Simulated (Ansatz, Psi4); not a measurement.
Exact exchange and the electronic atomisation energy of C3H2O (2-cyclopropen-1-one)

C3H2O: 6 atoms, total charge 0, spin state singlet. SMILES: `O=c1cc1`. The coordinates come from a PBE0-D4/def2-TZVP relaxation.

The electronic atomisation energy y, in eV, basis def2-SVPD; a is the functional's share of exact exchange. Programs: Ansatz 0.2.0, Psi4 1.11.

| functional | program | a | y (eV) |
| --- | --- | --- | --- |
| PBE | Ansatz | 0 | 30.47 |
| TPSS | Psi4 | 0 | 29.14 |
| TPSSh | Psi4 | 0.1 | ? |
| B3LYP | Ansatz | 0.2 | 28.82 |
| r2SCAN0 | Ansatz | 0.25 | 28.42 |
| PBE0 | Ansatz | 0.25 | 29.43 |
| BHLYP | Ansatz | 0.5 | 27.43 |

Problem. Fit y = c + s·a to the known rows and predict TPSSh.

Solution. 
1. Means of the 6 rows: a = 0.2000, y = 28.952.
2. Σ(Δa)² = 0.175, Σ(Δa·Δy) = -0.8005, so the slope is -0.8005/0.175 = -4.5743.
3. Intercept: 28.952 − (-4.5743) × 0.2000 = 29.867. The largest residual of the fit is 0.73.
4. TPSSh: 29.867 + (-4.5743) × 0.1 = 29.41 eV.

The run gave 28.86 eV, so the prediction is off by +0.55 eV, within the largest residual. The rows mix families of semi-local functionals, which the line can't see.
